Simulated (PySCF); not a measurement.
Identify the unknown among the candidates.

* Dipole: 0.80 D [PBE0/pcSseg-1]
* 13C NMR: chemical shifts (computed TMS as zero) by class: 142.5 (1 C), 132.4 (1 C), 129.1 (1 C), 127.2 (1 C) ppm [GIAO PBE0/pcSseg-1]
* NMR, other nuclei: isotropic shieldings of nuclei other than C and H, by class: 258 (1 S), 528 (1 S) ppm [GIAO PBE0/pcSseg-1]
* Rotational structure: rotational constants A, B, C: 5.308, 1.885, 1.391 GHz [GFN2-xTB]
* 1H NMR: chemical shifts (computed TMS as zero) by class: 7.00 (1 H), 6.85 (1 H), 6.73 (1 H), 4.04 (1 H) ppm [GIAO PBE0/pcSseg-1]

Gas-phase values; electronic properties from PySCF, density fitting. Levels stand in brackets. One conformer (not necessarily the lowest) at the GFN2-xTB geometry, without solvent, vibrations or thermal averaging. NMR classes are plain means over equivalent atoms (diastereotopic ones count apart unless rotation or inversion swaps them), as if these changed places fast.

Question: Which candidate is it?
A. `c1ccsc1`
B. `Sc1cccs1`
C. `Cc1cccs1`
D. `Sc1ccsc1`

Answer: B. It is `Sc1cccs1`. Numbering: `[SH:1][c:2]1[cH:3][cH:4][cH:5][s:6]1`. Its formula, C4H4S2, gives 3 degrees of unsaturation: 1 ring and 2 π bonds in the structure found (Kekulé form). 4 carbons fall into 4 classes; from least to most shielded: substituted aromatic carbon [C2] (142.5 ppm), aromatic CH carbon [C4] (132.4 ppm), aromatic CH next to a ring sulfur [C5] (129.1 ppm), aromatic CH carbon [C3] (127.2 ppm). Hydrogen classes from least to most shielded: 1 H on an aromatic CH carbon, C4 (7.00 ppm), 1 H on an aromatic CH carbon, C3 (6.85 ppm), 1 H on an aromatic CH next to a ring sulfur, C5 (6.73 ppm), 1 H on a thiol sulfur, S1 (4.04 ppm). The other shieldings belong to: 258 ppm, thiophene-type sulfur [S6]; 528 ppm, thiol sulfur [S1]. The optimised geometry has point group Cs and is an asymmetric top.

The others, at the same levels:
- `Sc1ccsc1` fails: its computed 13C shifts are 134.9 (1 C), 134.1 (1 C), 132.6 (1 C), 122.9 (1 C) ppm, rotational constant A is 7.083 GHz (against 5.308 GHz) and smallest rotational constant is 1.249 GHz (against 1.391 GHz).
- `c1ccsc1` fails: it has 2 carbon classes against 4; its computed 13C shifts are 133.8 (2 C), 130.8 (2 C) ppm, 1H shifts are 7.27 (2 H), 7.22 (2 H) ppm and rotational constant A is 8.185 GHz (against 5.308 GHz).
- `Cc1cccs1` fails: it has 6 hydrogens where the 1H data count 4; its computed 13C shifts are 151.1 (1 C), 132.9 (1 C), 130.5 (1 C), 129.3 (1 C), 18.4 (1 C) ppm, 1H shifts are 7.02 (1 H), 6.95 (1 H), 6.88 (1 H), 2.66 (3 H) ppm and smallest rotational constant is 2.004 GHz (against 1.391 GHz).

Each candidate is one conformer, not necessarily the lowest. Dipoles, sizes and rotational constants follow the conformer. The torsions of the flexible species, by atom-mapped SMILES:
- `[SH:1][c:2]1[cH:3][cH:4][cH:5][s:6]1`: H–S1–C2–C3 -179°
- `[SH:1][c:2]1[cH:3][cH:4][s:5][cH:6]1`: H–S1–C2–C3 0°
